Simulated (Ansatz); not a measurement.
Input for Ansatz (development build ahead of 0.2.0):

```yaml
crystal:
  periodic: [false, false, false]
  atoms:
    - { symbol: C, position_ang: [0.0, 0.0, 0.0] }
    - { symbol: C, position_ang: [1.41, 0.0, 0.0] }
    - { symbol: C, position_ang: [-0.705, 1.2211, 0.0] }
    - { symbol: C, position_ang: [-0.705, -1.2211, 0.0] }
    - { symbol: H, position_ang: [1.97139, -0.93431, 0.0] }
    - { symbol: H, position_ang: [1.97139, 0.93431, 0.0] }
    - { symbol: H, position_ang: [-1.79483, 1.24012, 0.0] }
    - { symbol: H, position_ang: [-0.17656, 2.17443, 0.0] }
    - { symbol: H, position_ang: [-1.79483, -1.24012, 0.0] }
    - { symbol: H, position_ang: [-0.17656, -2.17443, 0.0] }
basis:
  gaussian: { orbitals: cc-pVDZ }
magnetization:
  spin_polarized: true
  initial_magnetization: 2
hamiltonian:
  xc: hf
correlation:
  method: mp2
  frozen_orbitals: { C: 1, H: 0 }
```

The input is written out in the form of the current development build from the run's settings.

Results

* Converged: yes
* Reference energy: -154.91255 hartree
* Correlation energy: -0.47779 hartree
* Total energy: -155.39033 hartree
* Spin squared of the determinant: 2.193

Caution: the unrestricted determinant is spin contaminated.
